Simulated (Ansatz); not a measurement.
**Worked example: the enthalpy of formation of C4H5N (trans-Crotononitrile)**

C4H5N has 10 atoms, charge 0, and is taken as a singlet. As SMILES, `C/C=C/C#N`. The shape is that of a PBE0-D4/def2-TZVP optimisation.

```xyz
10

C    -0.6718   -1.3048    0.4598
C    -0.3948    0.1110    0.1176
C     0.7667    0.5565   -0.3627
C     0.9901    1.9238   -0.6776
N     1.1906    3.0282   -0.9389
H    -0.9533   -1.3966    1.5134
H    -1.5197   -1.6808   -0.1211
H     0.1907   -1.9456    0.2723
H    -1.1987    0.8261    0.2720
H     1.6002   -0.1178   -0.5347
```

Total energies at BLYP/cc-pVDZ (Ansatz 0.2.0); the atoms run unrestricted:

| species | state | energy (Eh) |
| --- | --- | --- |
| C4H5N | singlet | -210.071586 |
| C | triplet | -37.837837 |
| N | quartet | -54.572571 |
| H | doublet | -0.496403 |

Harmonic wavenumbers at PBE0-D4/def2-TZVP, in cm⁻¹: 175, 177, 202, 398, 504, 571, 813, 914, 990, 1055, 1068, 1143, 1307, 1331, 1404, 1465, 1475, 1723, 2360, 3044, 3101, 3139, 3175, 3185.

Measured heats of formation of the gaseous atoms at 298.15 K, in kJ/mol: C 716.9, N 472.4, H 218.0. Spin-orbit lowering of the atoms at 298 K (mean of the ground term's levels less their thermal mean, from spectra), in kJ/mol: C 0.02. Take 1 Eh = 2625.50 kJ/mol, 1 cm⁻¹ = 0.0119627 kJ/mol, RT = 2.479 kJ/mol.

Work out the heat of formation of the gas at 298 K.


1. Electronic atomisation energy: 4 × (-37.837837) + (-54.572571) + 5 × (-0.496403) − (-210.071586) = 1.665652 Eh = 4373.2 kJ/mol.
2. Zero-point energy: half the sum of the wavenumbers, 17359.5 cm⁻¹ = 207.7 kJ/mol.
3. Thermal vibrational enthalpy, Σ hcν̃/(exp(hcν̃/kT) − 1): 7.2 kJ/mol. Translation, rotation and pV of a non-linear molecule: 4 RT = 9.9 kJ/mol.
4. The 10 free atoms carry 5/2 RT each: 62.0 kJ/mol.
5. Spin-orbit coupling lowers the free atoms by 4 × 0.02 = 0.1 kJ/mol.
6. Atomisation enthalpy at 298 K: 4373.2 − 0.1 − 207.7 − 7.2 − 9.9 + 62.0 = 4210.3 kJ/mol.
7. Sum of the atoms' heats of formation: 4430.0 kJ/mol. Heat of formation: 4430.0 − 4210.3 = +219.7 kJ/mol.

The tabulated value is +134.3 kJ/mol (CRC Handbook of Chemistry and Physics; in doubt, as an older value, an estimate or one at odds with other calculations), so this level is off by +85.4 kJ/mol, or 2.0 % of the atomisation enthalpy that the table implies (4295.6 kJ/mol). Anharmonicity and any spin-orbit splitting of the molecule are left out.
